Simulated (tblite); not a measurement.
C4H6NS (doublet state).
Numbering: `[N:1]=[C:2]1[CH2:3][CH2:4][C@@H:5]1[SH:6]` (hydrogens: H7, H8 on C3; H9, H10 on C4; H11 on C5; H12 on S6)

The geometry is computed with GFN2-xTB (gas phase). This method treats the open shell by occupation alone, without spin polarisation.

(1) List the bond lengths, angles and torsions at this level.

Results:

(1) 
```csv
bond,length (pm),order
N1=C2,120.3,double
C2–C3,152.8,single
C3–C4,153.2,single
C4–C5,152.7,single
C5–S6,180.0,single
C2–C5,157.0,single
C3–H7,108.8,single
C3–H8,108.8,single
C4–H9,108.8,single
C4–H10,108.8,single
C5–H11,108.9,single
S6–H12,133.2,single
```

Orders are formal, as drawn. A selection of angles:
```csv
angle,degrees
N1–C2–C3,139.2
N1–C2–C5,132.2
C3–C2–C5,88.6
C2–C3–C4,91.4
C2–C3–H7,111.7
C2–C3–H8,111.4
C4–C3–H7,115.7
C4–C3–H8,115.6
H7–C3–H8,109.9
C3–C4–C5,90.0
C3–C4–H9,113.9
C3–C4–H10,115.3
C5–C4–H9,113.1
C5–C4–H10,114.3
H9–C4–H10,109.2
C4–C5–S6,115.3
C4–C5–H11,116.1
S6–C5–H11,109.8
C2–C5–C4,90.0
C2–C5–S6,114.2
C2–C5–H11,110.3
C5–S6–H12,95.5
```

Dihedral angles: N1–C2–C3–C4 -179° (antiperiplanar); C2–C3–C4–C5 -2° (synperiplanar); C3–C4–C5–S6 119° (anticlinal); N1–C2–C5–C4 179° (antiperiplanar); H12–S6–C5–C4 -164° (antiperiplanar).

S6 (sulfur bonded to C and H) is bent (angle 95.5°). The C–C distances run from 1.527 Å (C4–C5, drawn single) to 1.570 Å (C2–C5, drawn single), a spread of 0.043 Å. C2 (carbon bonded to 2 C and N) is planar (angles 139.2°, 132.2° and 88.6°, sum 360.0°, 0.00 Å off the plane of its three neighbours). The 4-membered ring C2–C3–C4–C5 has internal angles of 88.6° to 91.4°; it is almost planar, 0.01 Å rms from its mean plane, widest ring torsion 2°.

Point group: C1 (no symmetry element, even within 0.4 Å). Its GFN2-xTB frequencies are all real (lowest 65 cm⁻¹). Torsions: C4–C5–S6–H -164°. 2 starts were optimised and ended at 0.00 and 0.51 kcal/mol (GFN2-xTB); the lowest of these is shown.

One conformer stands for the species.
